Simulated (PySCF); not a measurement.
Acetyl chloride, C2H3ClO.
Bonds: C1–C2, C2–O3 (double), C2–Cl4. Hydrogens: H5, H6, H7 on C1.

A GFN2-xTB structure was refined with PySCF 2.14.0, PBE0-D3(BJ)/def2-SVP geometry optimisation, gas phase. Its GFN2-xTB values:

| coordinate | GFN2-xTB |
| --- | --- |
| C1–C2 | 1.467 Å |
| C1–H5 | 1.117 Å |
| C2=O3 | 1.180 Å |
| C2–Cl4 | 1.795 Å |
| C1–C2–O3 | 129.3° |
| C1–C2–Cl4 | 111.5° |
| C2–C1–H5 | 108.8° |
| O3–C2–Cl4 | 119.2° |
| H5–C1–H6 | 108.7° |
| H6–C1–H7 | 109.3° |

Problem. How do these coordinates change at the PBE0-D3(BJ)/def2-SVP level?

Solution. 
```csv
coordinate,PBE0-D3(BJ)/def2-SVP (Å or °),change
C1–C2,1.495,+0.028
C1–H5,1.097,-0.020
C2=O3,1.182,+0.002
C2–Cl4,1.796,+0.001
H6–C1–H7,107.3,-2.0
H5–C1–H6,110.6,+1.9
C1–C2–O3,127.7,-1.6
O3–C2–Cl4,120.7,+1.5
C2–C1–H5,109.5,+0.7
C1–C2–Cl4,111.6,+0.1
```

The energy falls by 4.8 kJ/mol over 5 energy and gradient evaluations, the largest force component goes from 0.0304 to 3.5e-04 Eh/bohr, and the atoms move by 0.019 Å rms after alignment. Among the bonds, C1–C2 and C1–H6 change most and about equally (+0.027 to +0.028 Å). Bonds longer at the end by more than 0.005 Å: 3 of 6; shorter: 1. Rotational constants go from 10309, 5029, 3452 to 10189, 4964, 3409 MHz.

The run used 75 basis functions and 33 SCF cycles in all.

Whether it is a minimum is left open (no frequencies).
